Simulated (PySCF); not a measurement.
# CH₃, SMILES `[CH3]` (charge 0, multiplicity 2)

These are TPSSh-D3(BJ)/def2-TZVP // BP86-D3(BJ)/def2-SVP (PySCF) values and carry that method's errors.

highest occupied spin orbital: -6.06 eV
dipole moment: 0.00 D
total energy: -39.8609 Ha
cost: very roughly 12 core-seconds

Bond lengths (Å): C1–H2 1.099, C1–H3 1.099, C1–H4 1.099. Angles (°): H2–C1–H3 120.0, H2–C1–H4 120.0, H3–C1–H4 120.0.
Charge 0, spin multiplicity 2.
